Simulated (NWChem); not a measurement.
# C3H8 (propane): levels of theory compared

We compute a comparison of 6 runs (BLYP/def2-SVP, PBE/def2-SVP, SVWN5/def2-SVP, r2SCAN/def2-SVP, revPBE/def2-SVP, CCSD(T)/def2-SVP) of C3H8 (propane). 

The calculation is run with NWChem 7.3.0.

1 further run of the same task is left out (set aside as unsound or not needed).

## 1. Starting point

C3H8 has 11 atoms, charge 0, and is taken as a singlet. As SMILES, `CCC`. The C1–H6 distance was set to 1.967 Å, away from the relaxed value. At this shape a bond of the SMILES string is far longer than usual.

Bond lengths: C1–C2 1.519 Å, C2–C3 1.519 Å, C1–H4 1.094 Å, C1–H5 1.094 Å, C2–H7 1.095 Å, C2–H8 1.095 Å, C3–H9 1.093 Å, C3–H10 1.094 Å, C3–H11 1.094 Å. Some angles: C1–C2–C3 112.7°, C1–C2–H7 109.5°, C1–C2–H8 109.5°, C3–C2–H7 109.5°, C3–C2–H8 109.5°, C2–C1–H4 111.1°, C2–C1–H5 111.1°, C2–C3–H9 111.7°, C2–C3–H10 111.0°, C2–C3–H11 111.1°.

## 2. The energy at BLYP/def2-SVP (run 1)

Input file c3h8.nw:

```
start c3h8
memory 2200 mb
charge 0
geometry units angstroms noautosym nocenter noautoz
  C    -0.233118    0.123558   -0.867868
  C     0.475382   -0.415642    0.363232
  C     1.523682   -1.462142    0.025132
  H    -0.741018   -0.678142   -1.411668
  H     0.477082    0.588258   -1.557968
  H    -1.581700    1.475200   -0.396800
  H     0.946382    0.411358    0.905332
  H    -0.261618   -0.845442    1.050032
  H     2.022382   -1.838542    0.921432
  H     2.292082   -1.049542   -0.635068
  H     1.074382   -2.316442   -0.489568
end
basis spherical bse
  * library def2-SVP
end
dft
  xc becke88 lyp
  mult 1
  grid xfine
  convergence energy 1e-08
  maxiter 100
  mulliken
  noprint "final vectors analysis"
end
task dft energy
```

Started as:

```sh
$ nwchem c3h8.nw > c3h8.out
```

Output:

```text
[...]
          Wavefunction type:  closed shell.
          No. of atoms     :    11
          No. of electrons :    26
[...]
          Charge           :     0
          Spin multiplicity:     1
[...]
          AO basis - number of functions:    82
[...]
              XC Information
              --------------
                    Becke 1988 Exchange Functional  1.000
              Lee-Yang-Parr Correlation Functional  1.000
[...]
 d= 0,ls=0.0,diis     1   -118.8135212665 -1.99D+02  9.10D-03  2.53D-01     4.7
[...]
 d= 0,ls=0.0,diis    11   -118.8474158641 -5.47D-10  2.35D-07  3.09D-10    44.8
         Total DFT energy =     -118.847415864144
      One electron energy =     -317.445079477566
           Coulomb energy =      136.960616411694
    Exchange-Corr. energy =      -19.000632214666
 Nuclear repulsion energy =       80.637679416394
[...]
      Total Density - Mulliken Population Analysis
     ---------------------------------------------
    Atom       Charge   Shell Charges
 -----------   ------   -------------------------------------------------------
    1 C    6     6.01   1.99  0.95  0.22  1.97  0.86  0.02
    2 C    6     5.96   1.98  0.94  0.06  2.15  0.79  0.04
    3 C    6     5.97   1.98  0.92  0.07  2.15  0.82  0.03
    4 H    1     0.99   0.75  0.22  0.02
    5 H    1     0.99   0.75  0.22  0.02
    6 H    1     1.08   0.54  0.53  0.00
    7 H    1     1.00   0.76  0.22  0.02
    8 H    1     1.00   0.76  0.22  0.02
    9 H    1     1.00   0.75  0.23  0.02
   10 H    1     1.01   0.75  0.23  0.02
[...]
```

Wall time 46 s (1 thread of Intel Xeon Platinum 8375C at 2.90GHz (Ice Lake), shared host); peak memory 0.15 GiB.

## 3. A single-point energy at PBE/def2-SVP (run 2)

Input file geom.nw:

```
start geom
memory 2200 mb
geometry units angstroms noautosym nocenter noautoz
  C     -0.233118     0.123558    -0.867868
  C      0.475382    -0.415642     0.363232
  C      1.523682    -1.462142     0.025132
  H     -0.741018    -0.678142    -1.411668
  H      0.477082     0.588258    -1.557968
  H     -1.581700     1.475200    -0.396800
  H      0.946382     0.411358     0.905332
  H     -0.261618    -0.845442     1.050032
  H      2.022382    -1.838542     0.921432
  H      2.292082    -1.049542    -0.635068
  H      1.074382    -2.316442    -0.489568
end
basis spherical bse
  * library def2-SVP
end
dft
  xc xpbe96 cpbe96
  grid xfine
  convergence energy 1e-08
  maxiter 100
  mulliken
end
task dft energy
```

Started as:

```sh
$ nwchem geom.nw > geom.out
```

Output:

```text
[...]
          Wavefunction type:  closed shell.
          No. of atoms     :    11
          No. of electrons :    26
[...]
          Charge           :     0
          Spin multiplicity:     1
[...]
          AO basis - number of functions:    82
[...]
              XC Information
              --------------
          PerdewBurkeErnzerhof Exchange Functional  1.000
            Perdew 1991 LDA Correlation Functional  1.000 local
           PerdewBurkeErnz. Correlation Functional  1.000 non-local
[...]
 d= 0,ls=0.0,diis     1   -118.7271513219 -1.99D+02  6.91D-03  2.21D-01     4.5
[...]
 d= 0,ls=0.0,diis    11   -118.7537729826 -4.01D-10  1.93D-07  2.11D-10    44.9
         Total DFT energy =     -118.753772982607
      One electron energy =     -317.483217743246
           Coulomb energy =      136.984019963158
    Exchange-Corr. energy =      -18.892254618912
 Nuclear repulsion energy =       80.637679416394
[...]
      Total Density - Mulliken Population Analysis
     ---------------------------------------------
    Atom       Charge   Shell Charges
 -----------   ------   -------------------------------------------------------
    1 C    6     6.09   1.98  0.94  0.27  1.95  0.91  0.02
    2 C    6     6.05   1.98  0.92  0.13  2.13  0.85  0.03
    3 C    6     6.06   1.98  0.91  0.13  2.14  0.88  0.03
    4 H    1     0.96   0.74  0.20  0.02
    5 H    1     0.96   0.74  0.20  0.02
    6 H    1     1.05   0.53  0.52  0.00
    7 H    1     0.97   0.75  0.20  0.02
    8 H    1     0.97   0.75  0.20  0.02
    9 H    1     0.97   0.74  0.20  0.02
   10 H    1     0.97   0.74  0.21  0.02
[...]
```

Wall time 46 s (1 thread of Intel Xeon Platinum 8375C at 2.90GHz (Ice Lake), shared host); peak memory 0.14 GiB.

## 4. The energy at SVWN5/def2-SVP (run 3)

Input file a.nw:

```
start a
title "C3H8"
memory stack 880 mb heap 220 mb global 1100 mb

geometry units angstroms noautosym nocenter noautoz
  C    -0.233118    0.123558   -0.867868
  C     0.475382   -0.415642    0.363232
  C     1.523682   -1.462142    0.025132
  H    -0.741018   -0.678142   -1.411668
  H     0.477082    0.588258   -1.557968
  H    -1.581700    1.475200   -0.396800
  H     0.946382    0.411358    0.905332
  H    -0.261618   -0.845442    1.050032
  H     2.022382   -1.838542    0.921432
  H     2.292082   -1.049542   -0.635068
  H     1.074382   -2.316442   -0.489568
end

basis spherical bse
  C library def2-SVP
  H library def2-SVP
end

dft
  xc slater vwn_5
  grid xfine
  convergence energy 1e-08
  iterations 100
  mulliken
end

task dft energy
```

Started as:

```sh
$ nwchem a.nw > a.out
```

Output:

```text
[...]
          Wavefunction type:  closed shell.
          No. of atoms     :    11
          No. of electrons :    26
[...]
          Charge           :     0
          Spin multiplicity:     1
[...]
          AO basis - number of functions:    82
[...]
              XC Information
              --------------
                        Slater Exchange Functional  1.000 local
                      VWN V Correlation Functional  1.000 local
[...]
 d= 0,ls=0.0,diis     1   -117.7484132666 -1.98D+02  6.37D-03  3.88D-01     2.6
[...]
 d= 0,ls=0.0,diis    11   -117.7755173072 -3.88D-10  1.27D-07  6.81D-11    18.6
         Total DFT energy =     -117.775517307220
      One electron energy =     -317.506180465459
           Coulomb energy =      136.958314636760
    Exchange-Corr. energy =      -17.865330894915
 Nuclear repulsion energy =       80.637679416394
[...]
      Total Density - Mulliken Population Analysis
     ---------------------------------------------
    Atom       Charge   Shell Charges
 -----------   ------   -------------------------------------------------------
    1 C    6     6.16   1.98  0.92  0.30  1.98  0.95  0.02
    2 C    6     6.12   1.98  0.90  0.16  2.16  0.89  0.03
    3 C    6     6.16   1.98  0.89  0.17  2.17  0.93  0.03
    4 H    1     0.93   0.71  0.20  0.02
    5 H    1     0.93   0.71  0.20  0.02
    6 H    1     1.03   0.49  0.53  0.00
    7 H    1     0.93   0.71  0.20  0.02
    8 H    1     0.93   0.71  0.20  0.02
    9 H    1     0.93   0.71  0.20  0.02
   10 H    1     0.94   0.71  0.21  0.02
[...]
```

Wall time 19 s (1 thread of Intel Xeon Platinum 8375C at 2.90GHz (Ice Lake), shared host); peak memory 0.15 GiB.

Runs 4 to 5 aren't shown in full; the table further down has their settings and results.

## 5. A single-point energy at CCSD(T)/def2-SVP (run 6)

Input file struct.nw:

```
START struct
TITLE "C3H8"
memory total 2200 mb

GEOMETRY units angstrom noautosym nocenter noautoz
 C       -0.233118       0.123558      -0.867868
 C        0.475382      -0.415642       0.363232
 C        1.523682      -1.462142       0.025132
 H       -0.741018      -0.678142      -1.411668
 H        0.477082       0.588258      -1.557968
 H       -1.581700       1.475200      -0.396800
 H        0.946382       0.411358       0.905332
 H       -0.261618      -0.845442       1.050032
 H        2.022382      -1.838542       0.921432
 H        2.292082      -1.049542      -0.635068
 H        1.074382      -2.316442      -0.489568
END

BASIS spherical bse
 * library def2-SVP
END

SCF
 thresh 1e-08
 maxiter 80
END

CCSD
 freeze core 3
 maxiter 60
END

TASK ccsd(t) energy
```

Started as:

```sh
$ nwchem struct.nw > struct.out
```

Output:

```text
[...]
  functions       =    82
[...]
  wavefunction    = RHF
[...]
         Total SCF energy =   -118.041065872560
      One-electron energy =   -316.905723310578
      Two-electron energy =    118.226978021624
 Nuclear repulsion energy =     80.637679416394
        Time for solution =      6.3s
[...]
 Total MP2 energy:           -118.495839454253385
[...]
             energy      energy      error      ampl     ampl      Block
                                                time     time      time
[...]
 Total CCSD energy:           -118.553930108672958
[...]
 Total CCSD+T(CCSD) energy:           -118.572103685327605
[...]
 Total CCSD(T) energy:                -118.571062306193369
[...]
```

Run time: 89 s. Hardware: 1 thread of Intel Xeon Platinum 8375C at 2.90GHz (Ice Lake), shared host; peak memory 0.21 GiB.

## 6. The series

```
run             level  integration grid  iteration cap  energy (Eh)  dipole moment (D)  wall time
  1     BLYP/def2-SVP             xfine            100  -118.847416               1.42       46 s
  2      PBE/def2-SVP             xfine            100  -118.753773               1.33       46 s
  3    SVWN5/def2-SVP             xfine            100  -117.775517               1.18       19 s
  4   r2SCAN/def2-SVP             xfine            100  -118.845873               1.42       59 s
  5   revPBE/def2-SVP             xfine            100  -118.897307               1.38       45 s
  6  CCSD(T)/def2-SVP                 –             80  -118.571062                  –       89 s
```

## 7. What came out

| quantity | value |
| --- | --- |
| run 6: total energy | -118.57106 Eh |
| run 6: HOMO energy (Hartree–Fock orbitals) | -9.91 eV |
| run 6: LUMO energy (Hartree–Fock orbitals) | 2.37 eV |
| run 6: HOMO–LUMO gap (Hartree–Fock orbitals) | 12.28 eV |
| run 6: correlation energy (3 core orbitals frozen) | -530.0 mEh |
| run 6: (T) correction | -17.13 mEh |

Over runs 1, 2, 3, 4, 5 the dipole moment (its size) runs from 1.18 D (SVWN5/def2-SVP) to 1.42 D (r2SCAN/def2-SVP). Over runs 2, 3, 4, 5 the HOMO–LUMO gap runs from 4.19 eV (SVWN5/def2-SVP) to 4.56 eV (r2SCAN/def2-SVP). Totals of different functionals can't be ranked against each other. In runs 1, 2, 3, 4, 5, 6 a closed-shell determinant meets a far-stretched bond, which it describes badly. All runs together took 5 min, the longest 89 s.
